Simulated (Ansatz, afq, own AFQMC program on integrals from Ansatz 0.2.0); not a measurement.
Mg₂, triplet → Mg₂⁺, doublet

```xyz
2

Mg    0.0000    0.0000    0.0000
Mg    0.0000    0.0000    2.7658
```

E(doublet, charge +1) − E(triplet, charge +0) at this geometry, on UHF and UHF determinants.

Basis cc-pVDZ. Noble-gas cores (and the filled d shells of Ga–Kr and In–Xe) are frozen. AFQMC by an in-house program on the Cholesky factors that Ansatz 0.2.0 writes for its CCSD(T) run. ph-AFQMC/CISD is guided by a CISD state made of CCSD amplitudes; releasing the constraint for a short imaginary time cuts its bias at the price of noise, slowly where states lie close. Error bars are statistical, one sigma. The errors of all members are added in quadrature.

Full CI on the same integrals is exact in this basis and with this determinant's frozen core.

The best estimate is CCSD(T) at the basis-set limit (CBS: def2-TZVPP and def2-QZVPP, with their diffuse functions for anions and beside diffuse sets, CCSD(T) itself extrapolated) plus the step from CCSD(T) to full CI in cc-pVDZ. Rows without CBS are in cc-pVDZ, the functionals in def2-TZVP; B2PLYP and the wave-function rows carry a basis error of their own. Core correlation and relativity beyond core potentials are missing, and ± holds the sampling alone.

Cautions: Mg₂ (triplet): another spin lies lower, the search met a lower determinant of the same kind, perhaps of another symmetry (89 meV lower), and this one is a saddle point, strong correlation (T1 0.058, weight of the determinant 0.88, largest double 0.10), unrestricted determinant spin contaminated (⟨S²⟩ 2.16 against 2.00), the released energies are still falling, so no released level is given (meV from the phaseless value at times in 1/Eh: -4 ± 6 at 0.24, -8 ± 6 at 0.51, -10 ± 4 at 0.99, -10 ± 3 at 1.62, -17 ± 3 at 2.40), its ph-AFQMC/CISD value lies 23 ± 4 meV above full CI; Mg₂⁺ (doublet): strong correlation (T1 0.056, weight of the determinant 0.91, largest double 0.13), unrestricted determinant spin contaminated (⟨S²⟩ 0.89 against 0.75).

Best estimate: 111.1 kcal/mol.

```json
{"level": "HF", "vertical ionization energy (kcal/mol)": "98.4", "error against the best estimate (kcal/mol)": "-12.7"}
{"level": "MP2", "vertical ionization energy (kcal/mol)": "104.0", "error against the best estimate (kcal/mol)": "-7.1"}
{"level": "CCSD", "vertical ionization energy (kcal/mol)": "106.1", "error against the best estimate (kcal/mol)": "-5.1"}
{"level": "CCSD(T)", "vertical ionization energy (kcal/mol)": "107.1", "error against the best estimate (kcal/mol)": "-4.0"}
{"level": "ph-AFQMC/CISD", "vertical ionization energy (kcal/mol)": "107.3 ± 0.08", "error against the best estimate (kcal/mol)": "-3.8 ± 0.08"}
{"level": "FCI", "vertical ionization energy (kcal/mol)": "107.8", "error against the best estimate (kcal/mol)": "-3.3"}
{"level": "HF/CBS", "vertical ionization energy (kcal/mol)": "99.2", "error against the best estimate (kcal/mol)": "-12.0"}
{"level": "MP2/CBS", "vertical ionization energy (kcal/mol)": "107.1", "error against the best estimate (kcal/mol)": "-4.0"}
{"level": "CCSD(T)/CBS", "vertical ionization energy (kcal/mol)": "110.4", "error against the best estimate (kcal/mol)": "-0.7"}
{"level": "PBE", "vertical ionization energy (kcal/mol)": "111.5", "error against the best estimate (kcal/mol)": "0.4"}
{"level": "r2SCAN", "vertical ionization energy (kcal/mol)": "113.1", "error against the best estimate (kcal/mol)": "2.0"}
{"level": "PBE0", "vertical ionization energy (kcal/mol)": "111.0", "error against the best estimate (kcal/mol)": "-0.1"}
{"level": "B3LYP", "vertical ionization energy (kcal/mol)": "107.8", "error against the best estimate (kcal/mol)": "-3.4"}
{"level": "wB97M-V", "vertical ionization energy (kcal/mol)": "101.4", "error against the best estimate (kcal/mol)": "-9.7"}
{"level": "B2PLYP", "vertical ionization energy (kcal/mol)": "104.6", "error against the best estimate (kcal/mol)": "-6.5"}
```

Correlation beyond CCSD(T) adds 0.7 kcal/mol. Going to the basis-set limit adds 3.3 kcal/mol at CCSD(T). The perturbative (T) step is worth +1.1 kcal/mol. The functionals spread over 11.7 kcal/mol; PBE0 and PBE come nearest and wB97M-V is 9.7 kcal/mol too low. Where the cautions show a poor determinant, the low rows tell how each method copes with it, not its usual error.

Best estimates are given only where the step beyond CCSD(T) is under 0.3 eV and no member's determinant is very poor (T1 over 0.05, or 0.07 for open shells, ⟨S²⟩ too high by 0.3, two states mixed), so the hardest cases are missing from such tables.

The functionals ran in a triple-zeta set and keep a basis error of their own, a few kJ/mol for each bond in atomization energies and more for double hybrids, so close places among them and the extrapolated levels can swap.

Each member of a difference takes its own highest rung, so a best estimate needn't equal the limit plus the step of one row. A walk keeps the symmetry of its determinant, which the program's search chose and which needn't be the lowest solution, so a lower state of the same spin and another symmetry isn't excluded.
